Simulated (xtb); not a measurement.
C4H7, charge -2, doublet, at a GFN2-xTB geometry of the parent state (a state made from the parent by changing its charge; the spin is typed, not shown lowest); GFN2-xTB (xtb).

The xtb input:
```
$ xtb mol.xyz --gfn 2 --chrg -2 --uhf 1 --json

# file mol.xyz
11

C      0.00517132     1.09925244    -0.34269289
C     -0.00709196    -1.01871233    -0.00830742
C     -1.07652487     0.07011928     0.08516265
C      1.07848492     0.05524076     0.06995662
H      0.01625217     1.98354431     0.36244730
H     -0.01744288    -1.52642944    -0.97846478
H     -0.00686701    -1.79084704     0.77907723
H     -1.49140270     0.13217959     1.11834808
H     -1.94429847    -0.05926635    -0.58796451
H      1.50871792     0.11146630     1.09717884
H      1.93480455    -0.08604828    -0.61533597
```

What the program printed (banner, timings and long lists left out):

```
   ID    Z sym.   atoms
    1    6 C      1-4
    2    1 H      5-11

           -------------------------------------------------
          |                Calculation Setup                |
           -------------------------------------------------

           -------------------------------------------------
          |                 G F N 2 - x T B                 |
           -------------------------------------------------

          ...................................................
          :                      SETUP                      :
          :.................................................:
          :  # basis functions                  23          :
          :  # atomic orbitals                  23          :
          :  # shells                           15          :
          :  # electrons                        25          :
          :  max. iterations                   250          :
          :  Hamiltonian                  GFN2-xTB          :
          :  restarted?                      false          :
          :  GBSA solvation                  false          :
          :  PC potential                    false          :
          :  electronic temp.          300.0000000     K    :
          :  accuracy                    1.0000000          :
          :  -> integral cutoff          0.2500000E+02      :
          :  -> integral neglect         0.1000000E-07      :
          :  -> SCF convergence          0.1000000E-05 Eh   :
          :  -> wf. convergence          0.1000000E-03 e    :
          :  Broyden damping             0.4000000          :
          :  net charge                         -2          :
          :  unpaired electrons                  1          :
          ...................................................

 iter      E             dE          RMSdq      gap      omega  full diag
   1    -11.8160070 -0.118160E+02  0.493E+00    0.91       0.0  T
   2    -11.9512231 -0.135216E+00  0.261E+00    0.73       1.0  T
   3    -11.9637183 -0.124952E-01  0.120E+00    0.66       1.0  T
   4    -11.9638813 -0.162982E-03  0.509E-01    0.66       1.0  T
   5    -11.9642025 -0.321197E-03  0.994E-02    0.66       1.0  T
   6    -11.9642433 -0.408375E-04  0.475E-02    0.67       1.0  T
   7    -11.9642444 -0.105877E-05  0.905E-03    0.66       3.3  T
   8    -11.9642445 -0.136916E-06  0.414E-03    0.67       7.3  T
   9    -11.9642445 -0.171806E-07  0.127E-03    0.66      23.8  T
[...]
         :: total energy             -11.812787188610 Eh    ::
[...]
     7   1 H        0.923    -0.253    15.768     6.210
     8   1 H        0.921    -0.223    12.747     5.584
     9   1 H        0.922    -0.207    11.333     5.265
    10   1 H        0.921    -0.223    12.747     5.584
    11   1 H        0.922    -0.207    11.333     5.265

 Mol. C6AA /au·bohr⁶  :       2073.351516
 Mol. C8AA /au·bohr⁸  :      38404.860677
 Mol. α(0) /au        :         69.822657

Wiberg/Mayer (AO) data.
largest (>0.10) Wiberg bond orders for each atom

 ---------------------------------------------------------------------------
     #   Z sym  total        # sym  WBO       # sym  WBO       # sym  WBO
 ---------------------------------------------------------------------------
     1   6 C    2.938 --     3 C    0.985     4 C    0.985     5 H    0.816
     2   6 C    3.899 --     4 C    1.030     3 C    1.030     6 H    0.901
                             7 H    0.787
     3   6 C    3.888 --     2 C    1.030     1 C    0.985     9 H    0.888
                             8 H    0.839
     4   6 C    3.888 --     2 C    1.030     1 C    0.985    11 H    0.888
                            10 H    0.839
     5   1 H    0.903 --     1 C    0.816
     6   1 H    0.965 --     2 C    0.901
     7   1 H    0.924 --     2 C    0.787
     8   1 H    0.946 --     3 C    0.839
     9   1 H    0.956 --     3 C    0.888
    10   1 H    0.946 --     4 C    0.839
    11   1 H    0.956 --     4 C    0.888
 ---------------------------------------------------------------------------

Topologies differ in total number of bonds
Writing topology from bond orders to xtbtopo.mol

molecular dipole:
                 x           y           z       tot (Debye)
 q only:       -0.007      -0.514      -0.478
   full:       -0.007      -1.095       0.146       2.808
molecular quadrupole (traceless):
                xx          xy          yy          xz          yz          zz
 q only:       -2.087      -0.014      -3.740       0.053      -0.432       5.828
  q+dip:       -0.438      -0.011      -4.623       0.057       2.594       5.061
   full:       -0.110      -0.014      -4.643       0.052       2.505       4.753

           -------------------------------------------------
          | TOTAL ENERGY              -11.812787188610 Eh   |
          | GRADIENT NORM               0.416357526975 Eh/α |
          | HOMO-LUMO GAP               0.664915400050 eV   |
           -------------------------------------------------

normal termination of xtb
```
